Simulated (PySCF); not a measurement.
Estimate the missing entries of this data sheet.

Cyclohexane, C6H12.
Numbering: `[CH2:1]1[CH2:2][CH2:3][CH2:4][CH2:5][CH2:6]1` (hydrogens: H7, H8 on C1; H9, H10 on C2; H11, H12 on C3; H13, H14 on C4; H15, H16 on C5; H17, H18 on C6)

| property | level | value |
| --- | --- | --- |
| point group | PBE0-D3(BJ)/def2-SVP | D3d |
| rotational constants A, B, C | PBE0-D3(BJ)/def2-SVP | 4.328, 4.326, 2.471 GHz |
| dipole moment | PBE0/def2-SVPD | 0.00 D |
| HOMO energy | PBE0/def2-SVPD | ? |
| LUMO energy | PBE0/def2-SVPD | 0.80 eV |
| lowest singlet excitation | TDDFT PBE0/def2-SVPD | ? |
| strongest line among the 10 lowest singlet transitions | TDDFT PBE0/def2-SVPD | S7/S8 at 8.74 eV (142 nm, f = 0.073 summed over these states) |
| lowest triplet excitation (Tamm–Dancoff) | TDA PBE0/def2-SVPD | 7.85 eV |
| static isotropic polarisability | PBE0/def2-SVPD | ? |
| vertical ionisation energy | ΔSCF PBE0/def2-SVPD | 10.28 eV |
| electronic spatial extent ⟨r²⟩ about the centre of nuclear charge | PBE0/def2-SVPD | 591 bohr² |
| 13C chemical shifts (computed TMS as zero) by class | GIAO KT3/pcSseg-1 | 30.9 (C1/C2/C3/C4/C5/C6) ppm |
| 1H chemical shifts (computed TMS as zero) by class | GIAO KT3/pcSseg-1 | 1.44 (H7/H8/H9/H10/H11/H12/H13/H14/H15/H16/H17/H18) ppm |
| largest of the computed one-bond spin–spin couplings (means over like bonds) | B3LYP/pcJ-1, spin–dipole term left out | 13C–1H +131.0 (C1–H7 and 11 like it), 13C–13C +34.7 (C1–C2 and 5 like it) Hz |
| core binding energies | ΔSCF SCAN, pcX-2 on the ionised atom, pcseg-1 elsewhere, spin-free X2C | C1s 290.3 (C1/C2/C3/C4/C5/C6) eV |

Gas-phase values; electronic properties from PySCF, density fitting. One conformer (not necessarily the lowest) at the PBE0-D3(BJ)/def2-SVP geometry, without solvent or vibrations. NMR classes are plain means over equivalent atoms (diastereotopic ones count apart unless rotation or inversion swaps them), as if these changed places fast; in this geometry the members of some classes differ.

Q: Give the HOMO energy.

A: -8.36 eV.

Q: What is the static isotropic polarisability?

A: 70.3 au.

Q: What is the lowest singlet excitation?

A: 8.05 eV (154 nm, f = 0.000 summed over 2 states within 0.01 eV).

The rotational constants are those of an oblate symmetric top; the small spread among constants that symmetry makes equal is optimisation noise. The vertical singlet–triplet gap S1 − T1 is 0.20 eV (TDDFT singlet less Tamm–Dancoff triplet). The principal polarisabilities are 64.1, 73.4 and 73.4 au; their mean is the isotropic value. The ΔSCF ionisation energy exceeds −ε(HOMO) by 1.92 eV with PBE0. No computed singlet falls in the visible range (750 to 380 nm, 1.65 to 3.26 eV); S1 lies 4.79 eV above its blue end. With B = h/(8π²I), that is 505.379 GHz u Å² over I, the principal moments of inertia are 116.8, 116.8 and 204.5 u Å² (most abundant isotopes); the inertial defect Ic − Ia − Ib is -29.1 u Å² (zero for a rigid planar frame, negative otherwise).

For the TDDFT job (PBE0/def2-SVPD), the run took 1.9 min wall on one thread of an Arm Neoverse V2, on a shared host.
